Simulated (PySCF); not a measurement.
## Dipole moment and polarisability of `C#CC(C)C`

Compound: C5H8.
Structure used (PBE0-D3(BJ)/def2-SVP), in Å, numbered top down from 1:
```
atom  x, y, z in Å
C1     2.2105   -1.1387   -0.4458
C2     1.2090   -0.5964   -0.0329
C3    -0.0107    0.0593    0.4414
C4    -1.2458   -0.7920    0.1369
C5    -0.1374    1.4704   -0.1381
H6     3.0994   -1.6197   -0.8087
H7     0.0787    0.1490    1.5397
H8    -1.1577   -1.7951    0.5779
H9    -1.3767   -0.9091   -0.9498
H10   -2.1499   -0.3126    0.5423
H11   -0.2316    1.4317   -1.2342
H12    0.7428    2.0825    0.1050
H13   -1.0306    1.9707    0.2662
```

Level: CAM-B3LYP/def2-SVPD (PySCF), static field, nuclei fixed, core orbitals frozen in the response. The polarisability tensor in these axes (au):

```
x   69.86 -7.77 -5.58
y   -7.77 59.50  2.20
z   -5.58  2.20 51.00
```

Problem. What are the eigenvalues, a third of the trace, and Δα (Δα² = ½Σ(αi − αj)² over the three pairs)?

Solution. Principal values 49.47, 55.41 and 75.47 au; mean 60.12 au = 8.91 Å³ = 9.91 × 10⁻⁴⁰ C²·m²/J; Δα = 23.59 au (39 % of the mean).

Problem. What is the dipole moment, and where does it point?

Solution. (-0.63, 0.33, 0.23) D, 0.74 D in size, pointing from the negative to the positive side. Measured along this direction, the outermost atoms are H6 at the negative end and H10 and H13 at the positive end.

Problem. Molar refractivity from α?

Solution. Lorentz–Lorenz: R = (4π/3)N_A α = 2.5225 cm³/(mol·Å³) × 8.91 Å³ = 22.5 cm³/mol, in the limit of long wavelengths.

Problem. Find the Langevin capture rate constant for H3O+ (19.018 u) meeting this molecule (68.063 u), k = 2.342 × 10⁻⁹ cm³/s × √(α in Å³ / reduced mass in u).

Solution. The reduced mass is 14.86 u, so k = 1.81 × 10⁻⁹ cm³/s. The formula leaves out the permanent dipole, which adds to the capture rate.

Problem. Directions of the eigenvectors, and the extent of the frame along each?

Solution. Largest value along (0.86, -0.45, -0.24), where the nuclei span 5.43 Å; middle along (0.44, 0.89, -0.11), 4.34 Å; least along (0.26, -0.01, 0.97), 2.77 Å. The response follows the extents in order.

Problem. Give the eigenvalues of the traceless quadrupole moment Θ = ½Σq(3rr − r²1), origin at the centre of nuclear charge.

Solution. -2.23, -2.11, 4.33 D·Å. The values depend on the origin, since the dipole doesn't vanish. The electronic extent ⟨r²⟩ about the same centre is 485 bohr², a root-mean-square distance of 1.89 Å for the 38 electrons.

Problem. How large is μ²/3kT at 500 K beside α?

Solution. In Gaussian units μ²/3kT = 2.68 Å³ against 8.91 Å³, a ratio of 0.30; the Debye molar polarisation (4π/3)N_A(α + μ²/3kT) is 29.2 cm³/mol, leaving out the vibrational part.

Isolated species at its PBE0-D3(BJ)/def2-SVP geometry, gas phase.

These values come from a run that also computed excited states and ΔSCF ions. Time: 55 s of wall time (with the writing of density and orbital grids); peak memory 0.88 GiB. Hardware: one thread, Arm Neoverse V1 (aarch64), shared host.
